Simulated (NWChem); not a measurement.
# SiH2Cl2 (dichlorosilane (DCS)) at 3 levels

Wanted: a comparison of 3 runs (HF/STO-3G, HF/3-21G, B3LYP/6-31G*) of SiH2Cl2 (dichlorosilane (DCS)). 

Program for the calculation: NWChem 7.3.0.

1 further run of the same task is left out (set aside as unsound or not needed).

### Step 1. The structure to begin with

The species is SiH2Cl2 (5 atoms), meant as a singlet with charge 0. As SMILES, `Cl[SiH2]Cl`. The coordinates come from a PBE0-D4/def2-TZVP relaxation.

Bond lengths: Cl1–Si2 2.040 Å, Si2–Cl3 2.040 Å, Si2–H4 1.476 Å, Si2–H5 1.476 Å. Angles: Cl1–Si2–Cl3 110.1°, Cl1–Si2–H4 108.5°, Cl1–Si2–H5 108.5°, Cl3–Si2–H4 108.5°, Cl3–Si2–H5 108.5°, H4–Si2–H5 112.7°.

### Step 2. Energy and forces at HF/STO-3G (run 1)

Contents of input.nw:

```
START input
memory total 2200 mb

GEOMETRY noautosym nocenter noautoz
 Cl    -1.036100    -0.393400     1.609300
 Si     0.136800    -0.071700    -0.028900
 Cl    -0.799200     1.196800    -1.324000
 H      0.352000    -1.362200    -0.711200
 H      1.396500     0.556600     0.413400
END

BASIS spherical bse
 * library STO-3G
END

SCF
 thresh 1e-08
 maxiter 80
 print low
END

TASK scf gradient
```

Launch:

```
nwchem input.nw > input.out
```

What it wrote:

```text
[...]
  functions       =    29
[...]
  wavefunction    = RHF
[...]
         Total SCF energy =  -1196.028286237093
      One-electron energy =  -2041.096484959966
      Two-electron energy =    653.104763830577
 Nuclear repulsion energy =    191.963434892297
        Time for solution =      0.8s
[...]
                         RHF ENERGY GRADIENTS
    atom               coordinates                        gradient
                 x          y          z           x          y          z
   1 Cl     -1.957945  -0.743418   3.041136    0.012179   0.003114  -0.016627
   2 Si      0.258515  -0.135493  -0.054613   -0.049180   0.022104   0.007971
   3 Cl     -1.510269   2.261624  -2.501997    0.009812  -0.013014   0.013088
   4 H       0.665184  -2.574185  -1.343973    0.003980  -0.023763  -0.012568
   5 H       2.639002   1.051821   0.781213    0.023209   0.011559   0.008135
 Task  times  cpu:        1.1s     wall:        1.1s
 Total times  cpu:        1.1s     wall:        1.1s
```

Wall time 1.7 s (1 thread of Intel Xeon Platinum 8375C at 2.90GHz (Ice Lake), shared host); peak memory 0.099 GiB.

### Step 3. Energy and forces at HF/3-21G (run 2)

Contents of run.py:

```python
from ase import Atoms
from ase.calculators.nwchem import NWChem

atoms = Atoms(['Cl', 'Si', 'Cl', 'H', 'H'], positions=[
    [-1.036100, -0.393400, 1.609300],
    [0.136800, -0.071700, -0.028900],
    [-0.799200, 1.196800, -1.324000],
    [0.352000, -1.362200, -0.711200],
    [1.396500, 0.556600, 0.413400],
])

calc = NWChem(
    label='cl2h2si',
    theory='scf',
    memory='2200 mb',
    basis='3-21G',
    basispar='spherical bse',
    scf={'nopen': '0', 'rhf': None, 'thresh': '1e-08', 'maxiter': '80'},
)
atoms.calc = calc

forces = atoms.get_forces()
print(f"energy = {atoms.get_potential_energy():.6f} eV")
print("forces (eV/A):")
for s, f in zip(atoms.symbols, forces):
    print(f"{s:2s} {f[0]:10.5f} {f[1]:10.5f} {f[2]:10.5f}")
print("dipole (e A):", atoms.get_dipole_moment().round(4))
```

Launch:

```
export ASE_NWCHEM_COMMAND="nwchem PREFIX.nwi > PREFIX.nwo"
python run.py
```

What it wrote:

```text
energy = -32741.111757 eV
forces (eV/A):
Cl   -1.34479   -0.42829    1.97980
Si    2.60057   -1.16857   -0.42171
Cl   -1.05796    1.50821   -1.59069
H    -0.04916    0.13560    0.06983
H    -0.14866   -0.04700   -0.03723
dipole (e A): [ 0.5226 -0.2346 -0.085 ]
```

The calculator wrote cl2h2si.nwi:

```
title "cl2h2si"

permanent_dir cl2h2si

scratch_dir cl2h2si

start cl2h2si

geometry units angstrom nocenter noautosym noautoz
  Cl -1.0361000000000000e+00 -3.9340000000000003e-01 1.6093000000000000e+00
  Si 1.3680000000000000e-01 -7.1700000000000000e-02 -2.8899999999999999e-02
  Cl -7.9920000000000002e-01 1.1968000000000001e+00 -1.3240000000000001e+00
  H  3.5199999999999998e-01 -1.3622000000000001e+00 -7.1120000000000005e-01
  H  1.3965000000000001e+00 5.5659999999999998e-01 4.1339999999999999e-01
end

memory 2200 mb

basis spherical bse noprint
   * library 3-21G
end

scf
  nopen 0
  rhf
  thresh 1e-08
  maxiter 80
end

task scf gradient
```

cl2h2si.nwo:

```text
Northwest Computational Chemistry Package (NWChem) 7.3.0
             --------------------------------------------------------

           Job information
           ---------------

    nwchem branch   = 7.3.0
    use scalapack   = T
    input           = cl2h2si.nwi
    prefix          = cl2h2si.
    data base       = cl2h2si/cl2h2si.db
    status          = startup
    nproc           =        1

           Memory information
           ------------------

[... 5 lines left out ...]
    hardfail = no
[... 126 lines left out ...]
         Quadratically convergent ROHF
[... 14 lines left out ...]
       Final RHF  results
[... 4 lines left out ...]
      Two-electron energy =    652.323094203966
[... 44 lines left out ...]
                       ROHF Final Molecular Orbital Analysis
[... 212 lines left out ...]
                 ----------------------------------------
                 |  Time  |  1-e(secs)   |  2-e(secs)   |
                 ----------------------------------------
                 |  CPU   |       0.00   |       0.28   |
                 ----------------------------------------
                 |  WALL  |       0.00   |       0.28   |
                 ----------------------------------------

 Task  times  cpu:        1.3s     wall:        1.3s
 Total times  cpu:        1.3s     wall:        1.3s
```

Run time: 2.4 s. Hardware: 1 thread of Intel Xeon Platinum 8375C at 2.90GHz (Ice Lake), shared host; peak memory 0.1 GiB.

### Step 4. Energy and gradient at B3LYP/6-31G(d) (Cartesian functions) (run 3)

Contents of work.nw:

```
start work
title "Cl2H2Si gradient"
memory total 2200 mb

geometry noautosym nocenter noautoz
  Cl      -1.036100      -0.393400       1.609300
  Si       0.136800      -0.071700      -0.028900
  Cl      -0.799200       1.196800      -1.324000
  H        0.352000      -1.362200      -0.711200
  H        1.396500       0.556600       0.413400
end

basis
  * library 6-31G*
end

dft
  xc b3lyp
  grid xfine
  convergence energy 1e-08
  iterations 100
  mulliken
end

task dft gradient
```

Launch:

```
nwchem work.nw > work.out
```

What it wrote:

```text
[...]
          Wavefunction type:  closed shell.
          No. of atoms     :     5
          No. of electrons :    50
[...]
          Charge           :     0
          Spin multiplicity:     1
[...]
          AO basis - number of functions:    61
[...]
              XC Information
              --------------
                         B3LYP Method XC Potential
                     Hartree-Fock (Exact) Exchange  0.200
                        Slater Exchange Functional  0.800 local
                    Becke 1988 Exchange Functional  0.720 non-local
              Lee-Yang-Parr Correlation Functional  0.810
                  VWN I RPA Correlation Functional  0.190 local
[...]
 d= 0,ls=0.0,diis     1  -1211.1283561246 -1.40D+03  1.96D-02  5.90D-01     1.8
[...]
 d= 0,ls=0.0,diis     8  -1211.1797981674 -6.58D-10  8.70D-07  3.52D-09    11.5
         Total DFT energy =    -1211.179798167409
      One electron energy =    -2055.391432288139
           Coulomb energy =      730.504029723652
    Exchange-Corr. energy =      -78.255830495218
 Nuclear repulsion energy =      191.963434892297
[...]
  wavefunction    = closed shell
                         DFT ENERGY GRADIENTS
    atom               coordinates                        gradient
                 x          y          z           x          y          z
   1 Cl     -1.957945  -0.743418   3.041136    0.005105   0.002075  -0.008284
   2 Si      0.258515  -0.135493  -0.054613   -0.008136   0.003668   0.001305
   3 Cl     -1.510269   2.261624  -2.501997    0.003906  -0.006139   0.006844
   4 H       0.665184  -2.574185  -1.343973   -0.000364   0.000335   0.000148
   5 H       2.639002   1.051821   0.781213   -0.000511   0.000061  -0.000012
[...]
```

It took 16 s on 1 thread of Intel Xeon Platinum 8375C at 2.90GHz (Ice Lake), shared host; peak memory 0.13 GiB.

### Step 5. Overview of the runs

```
run                               level  Cartesian functions  iteration cap   energy (Eh)  largest force (eV/Å)  wall time
  1                           HF/STO-3G                   no             80  -1196.028286                 2.803      1.7 s
  2                            HF/3-21G                   no             80  -1203.213674                 2.882      2.4 s
  3  B3LYP/6-31G* (Cartesian functions)                  yes            100  -1211.179798                 0.514       16 s
```

### Step 6. Summary of results

| quantity | value |
| --- | --- |
| run 3: total energy | -1211.17980 Eh |
| run 3: dipole moment | 1.56 D |
| run 3: HOMO energy | -8.86 eV |
| run 3: LUMO energy | -0.14 eV |
| run 3: HOMO–LUMO gap | 8.72 eV |
| run 3: largest force on an atom | 0.514 eV/Å |

In words: In run 1 the basis is minimal, so the values are rough. All runs together took 20 s, the longest 16 s.
